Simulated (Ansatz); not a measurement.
**BF+ (doublet): wave-function methods side by side at distance B1–F2 = 1.070 Å, 6-31G**

How much of the correlation energy of BF+ (doublet) does each wave-function method recover here?

Method: 6-31G, core rule «outside noble gas», up to 2 orbitals frozen; program: Ansatz 0.2.0, Gaussian basis.

To be run: UHF; CCSD(T) on ROHF; CCSD(T) on UHF; BCCD(T) on ROHF; CISD; CCSDT(Q) on ROHF; CCSDT(Q) on UHF; CISDTQ; CCSDTQ on ROHF; CCSDTQ on UHF; CASSCF and MRCISD+Q, 3 electrons in 3 orbitals; CASSCF and NEVPT2, 3 electrons in 3 orbitals; Full CI.

30 further runs of the same task are left out: 8 for a known fault of the program, 14 that didn't finish, 8 set aside as unsound or not needed.

**1. What is computed**

The geometry derives from a PBE0/def2-TZVP stationary point (not a proven minimum). One bond is set to the value named and the two fragments are kept rigid.

2 atoms, charge 1, spin multiplicity 2.

Atoms are counted from 1 here; the program's logs count them from 0.

Bond lengths: B1–F2 1.070 Å.

As a file:

| atom | x (Å) | y (Å) | z (Å) |
| --- | --- | --- | --- |
| B1 | 0.0000 | 0.0000 | 0.0000 |
| F2 | 0.0000 | 0.0000 | 1.0700 |

**2. UHF**

in.yaml reads:

```yaml
crystal:
  periodic: [false, false, false]
  atoms:
    - {symbol: B, position_ang: [0.000000, 0.000000, 0.000000]}
    - {symbol: F, position_ang: [0.000000, 0.000000, 1.070000]}
basis:
  gaussian: {orbitals: 6-31G}
total_charge: 1
magnetization: {spin_polarized: true, initial_magnetization: 1}
hamiltonian: {xc: hf}
output: {orbitals: {seedname: orbitals}}
```

Launch:

```console
> ansatz run in.yaml --threads 1 --pin off --events-out ev --progress --plain --max-ram 2393MiB
```

The runs that follow: CCSD(T) on ROHF; CCSD(T) on UHF; BCCD(T) on ROHF; CISD; CCSDT(Q) on ROHF; CCSDT(Q) on UHF; CISDTQ; CCSDTQ on ROHF; CCSDTQ on UHF; CASSCF and MRCISD+Q, 3 electrons in 3 orbitals; CASSCF and NEVPT2, 3 electrons in 3 orbitals; Full CI.

**Question.** What will the summary of the whole plan be? Wanted: FCI below the RHF energy; RMP2 from FCI; UMP2 from FCI; RCCSD from FCI; RCCSD(T) from FCI; UCCSD(T) from FCI; RCCSDT(Q) from FCI; UCCSDT(Q) from FCI; NEVPT2 pair from FCI.

**Answer**, as computed:

```
                         quantity                                                                                                     value
         FCI below the RHF energy                                                                                                -4.1388 eV
                    RMP2 from FCI                                                                                                +130.9 meV
                    UMP2 from FCI                                                                                                +111.5 meV
                   RCCSD from FCI                                                                                                +108.3 meV
                RCCSD(T) from FCI                                                                                                 +12.3 meV
                UCCSD(T) from FCI                                                                                                 +12.4 meV
               RCCSDT(Q) from FCI                                                                                                  +1.0 meV
               UCCSDT(Q) from FCI                                                                                                  -1.8 meV
             NEVPT2 pair from FCI                                                                                                 +25.6 meV
           MRCISD+Q pair from FCI                                                                                                 +72.0 meV
levels within 1 kcal/mol (43 meV)  RCCSD(T), UCCSD(T), BCCD(T), RCCSDT, UCCSDT, CISDTQ, RCCSDT(Q), UCCSDT(Q), RCCSDTQ, UCCSDTQ, NEVPT2 pair
                    T1 diagnostic                                                                                                     0.022
   effectively unpaired electrons                                                                                                      1.02
```

What this shows: RCCSD(T) misses by +12.3 meV, 0.3 % of the correlation energy. One determinant dominates. Of the multireference levels listed NEVPT2 pair comes nearest in total energy (+25.6 meV), which doesn't show that its space is the better one. These misses are within one basis, not against nature; the frozen cores of restricted and unrestricted runs differ, which can shift their rows.
